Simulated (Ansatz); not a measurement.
Born–Oppenheimer molecular dynamics of CH4NSi (7 atoms, charge 1, multiplicity 1). It starts at the highest image of a converged band. Of that band: Neighbouring images differ by up to 1.2 eV, so the band resolves the path poorly. A vibrational analysis at the climbing image gives 2 clearly imaginary modes (1186i, 112i cm⁻¹): a point of higher order, so a lower path passes nearby.

All numbers below come from RKS PBE-D4/def2-SVP in Ansatz 0.2.0.

| Item | Value |
| --- | --- |
| ensemble | NVE (velocity Verlet) |
| time step | 0.5 fs |
| steps asked | 200 |
| starting velocities drawn for | 100 K |
| seed | 11428 |

First frame:

```xyz
7
Properties=species:S:1:pos:R:3
C -0.684 -1.863 0.798
N -0.315 -0.820 0.309
Si 0.434 0.915 -0.123
H -1.009 -1.647 -0.432
H -0.132 1.089 -1.490
H -0.180 1.722 0.968
H 1.886 0.603 -0.029
```

**Question.** What does the run give?

**Answer.** The run went to its last step.

| Quantity | Value |
| --- | --- |
| steps done | 200 |
| time covered | 100 fs |
| mean temperature over the second half | 806 K |
| spread of the potential energy over the second half | 16.4 meV per atom |
| mean potential energy of the second half above the start | -65.2 meV per atom |

The conserved energy stayed within 0.059 meV per atom of its start (net change 0.0056 meV per atom), so the integration is sound. The system heated up, since it started high on the potential surface and ran downhill. A run of 0.1 ps of so small a system gives no equilibrium averages. The orbitals stay closed-shell, which can raise the energy where a bond breaks towards radicals; this wasn't checked here. Limits of this set-up: the dipole of an ion depends on the origin.

**Question.** What happens to the structure?

**Answer.** The step under study would form N2–H4 and break C1–H4. These pairs go: N2–H4 1.31 → 1.06 Å, C1–H4 1.29 → 2.23 Å. In the last frame they stand as after the step (other bonds may differ from the relaxed reactants and products). Also parted: N2–Si3 1.94 → 2.39 Å. Also joined: C1–Si3 3.13 → 1.84 Å. It ends as one piece, CH4NSi (total charge +1). Pairs count as bonded within 1.25 times the sum of covalent radii (0.12 Å more for H–H). Another seed would give other details.

**Question.** How do temperature and energy run in time?

**Answer.** 
```tsv
time (fs)	T (K)	potential energy less start (eV)	conserved less start (meV/atom)
0.0	100	0.000	0.00
3.0	85	0.010	0.03
6.0	142	-0.027	0.02
9.0	271	-0.111	0.02
12.0	449	-0.226	0.00
15.0	591	-0.318	-0.05
18.0	519	-0.271	-0.01
21.0	411	-0.201	-0.02
24.0	281	-0.117	0.04
27.0	317	-0.140	0.01
30.0	496	-0.256	0.00
33.0	702	-0.389	-0.01
36.0	818	-0.465	-0.05
39.0	742	-0.415	-0.01
42.0	638	-0.348	-0.02
45.0	528	-0.277	0.02
48.0	517	-0.269	0.01
51.0	620	-0.336	0.00
54.0	747	-0.418	-0.01
57.0	813	-0.461	-0.04
60.0	774	-0.436	-0.01
63.0	700	-0.388	-0.03
66.0	592	-0.318	0.02
69.0	569	-0.303	0.02
72.0	665	-0.365	0.00
75.0	836	-0.476	0.00
78.0	961	-0.556	-0.03
81.0	990	-0.575	-0.04
84.0	885	-0.508	0.00
87.0	735	-0.411	0.00
90.0	701	-0.389	0.02
93.0	801	-0.453	0.01
96.0	1040	-0.607	-0.03
99.0	1296	-0.773	0.01
```

The run took 4.6 min on 1 thread of Arm Neoverse V1, on a shared host, peak memory 0.23 GiB.
